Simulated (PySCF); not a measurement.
## Curvature of the energy in the electron number along group 16

Calculated with PySCF 2.14, in def2-SVP, non-relativistic, def2-SVP with the def2 core potential (28 electrons), ECP: one orbital is emptied in steps, and each cell gives the departure of E from the straight line at half an electron, in eV (from a cubic fit). The exact functional gives zero.

```csv
species,orbital,LDA,PBE,r2SCAN,PBE0,BHandHLYP,LC-wPBE,wB97X,UHF
O,2p beta,-1.79,-1.75,-1.53,-1.19,-0.68,-0.47,-0.51,0.45
S,3p beta,-1.20,-1.15,-1.04,-0.81,-0.53,-0.10,-0.23,0.20
Se,4p beta,-1.09,-1.04,-0.95,-0.74,-0.49,-0.06,-0.21,0.17
Te,5p beta,-0.94,-0.90,-0.81,-0.64,-0.43,0.00,-0.18,0.15
```

Q: How does the mean departure depend on the functional?

A: LDA -1.26 eV; PBE -1.21 eV; r2SCAN -1.08 eV; PBE0 -0.84 eV; BHandHLYP -0.53 eV; LC-wPBE -0.16 eV; wB97X -0.28 eV; UHF 0.24 eV. Semilocal functionals are convex (delocalisation error), Hartree-Fock is concave or straight, and exact exchange removes curvature roughly in proportion to its share, so among the functionals the range-separated hybrids usually come closest to zero.

No spin-orbit coupling is included.
